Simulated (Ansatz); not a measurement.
System: CH₃, charge 1, singlet. CH3+ (parent SMILES [CH3], singlet).
B3LYP-D3(BJ)/def2-TZVP minimum from Ansatz (a quantum-chemistry and plane-wave program):
```xyz
4

C      0.0000     0.0000     0.0000
H     -0.0100     1.0916    -0.0207
H      0.9502    -0.5376    -0.0134
H     -0.9402    -0.5540     0.0341
```
Charge +1, spin multiplicity 1.

Hartree-Fock and CCSD(T) correlation energies in hartree (Ansatz). UHF or UKS for unpaired electrons; spin-orbit terms are left out. Cores are frozen in correlated methods. No relativity.

| basis | X | E(HF) | E(corr, CCSD(T)) |
|---|---|---|---|
| cc-pVTZ | 3 | -39.24746 | -0.15694 |
| cc-pVQZ | 4 | -39.24990 | -0.16414 |
| cc-pV5Z | 5 | -39.25056 | withheld |

Fit E(corr) = E∞ + A/X³ to X = 3 and 4, predict X = 5, and compare with the run.

A = (-0.15694 - (-0.16414))/(1/27 - 1/64) = 0.3363; E∞ = -0.16414 - A/64 = -0.16939; at X = 5, E∞ + A/125 = -0.16670. The run gave -0.16627, 0.43 mEh above the prediction. The same form on X = 4 and 5 gives E∞ = -0.16850, 0.89 mEh above the first estimate.
